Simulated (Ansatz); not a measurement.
## [BF2]+ (SMILES F[B+]F): methods side by side

[BF2]+, singlet, SMILES `F[B+]F`. Each level relaxes the structure for itself.

Quantity: the highest harmonic wavenumber at each level's own minimum, in cm⁻¹. The values are calculated.

```json
{"level": "SVWN5/def2-TZVP", "kind": "LDA", "program": "Ansatz", "value (cm⁻¹)": "2085", "less CCSD(T)/def2-TZVP": "+6"}
{"level": "PBE-D3(BJ)/def2-TZVP", "kind": "GGA", "program": "Ansatz", "value (cm⁻¹)": "2030", "less CCSD(T)/def2-TZVP": "-49"}
{"level": "r2SCAN/def2-TZVP", "kind": "meta-GGA", "program": "Ansatz", "value (cm⁻¹)": "2086", "less CCSD(T)/def2-TZVP": "+7"}
{"level": "PBE0-D4/def2-TZVP", "kind": "global hybrid", "program": "Ansatz", "value (cm⁻¹)": "2100", "less CCSD(T)/def2-TZVP": "+21"}
{"level": "wB97X-V/def2-TZVP", "kind": "range-separated hybrid", "program": "Ansatz", "value (cm⁻¹)": "2079", "less CCSD(T)/def2-TZVP": "0"}
{"level": "CCSD(T)/def2-TZVP", "kind": "coupled cluster or CI", "program": "Ansatz", "value (cm⁻¹)": "2079", "less CCSD(T)/def2-TZVP": "0"}
```

CCSD(T)/def2-TZVP is the highest level here, not the true value. Harmonic and unscaled. The values span 2030 to 2100 cm⁻¹.
